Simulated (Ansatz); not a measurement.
Born–Oppenheimer molecular dynamics of H$_{5}$Si (6 atoms, charge 0, multiplicity 2). It starts at the highest image of a converged band, a first-order saddle point between two minima.

The calculation used UKS BHLYP-D4/def2-SVP (Ansatz 0.2.0).

| Property | Result |
| --- | --- |
| ensemble | NVE (velocity Verlet) |
| time step | 0.5 fs |
| steps asked | 200 |
| starting velocities drawn for | 300 K |
| seed | 4705 |

First frame:

```xyz
6
Properties=species:S:1:pos:R:3
Si 0.000 0.000 0.000
H -0.001 0.000 1.588
H 1.402 0.000 -0.476
H -0.701 1.214 -0.477
H -0.701 -1.214 -0.477
H 0.001 0.000 2.763
```

Question: How far do the bonds stretch over the last three quarters of this one trajectory? (Pairs bonded in most of those frames.)

Answer: 
```tsv
bond	mean (Å)	spread (Å)	shortest	longest
Si1–H3	1.483	0.032	1.44	1.53
Si1–H4	1.483	0.014	1.46	1.51
Si1–H5	1.483	0.025	1.44	1.52
H2–H6	0.768	0.067	0.67	0.87
```

Mean temperature of the second half: 1205 K. The conserved energy stayed within 0.85 meV per atom of its start (net change 0.18 meV per atom), so the integration is sound. The kinetic energy rose, since the run started high on the potential surface and went downhill. It ends in pieces (H2 + H3Si), so much of that is their flight and rotation, not heat. A run of 0.1 ps of so small a system gives no equilibrium averages.

Time of the run: 2.4 min on 1 thread of Intel(R) Xeon(R) Platinum 8488C (Sapphire Rapids), on a shared host, peak memory 0.12 GiB.
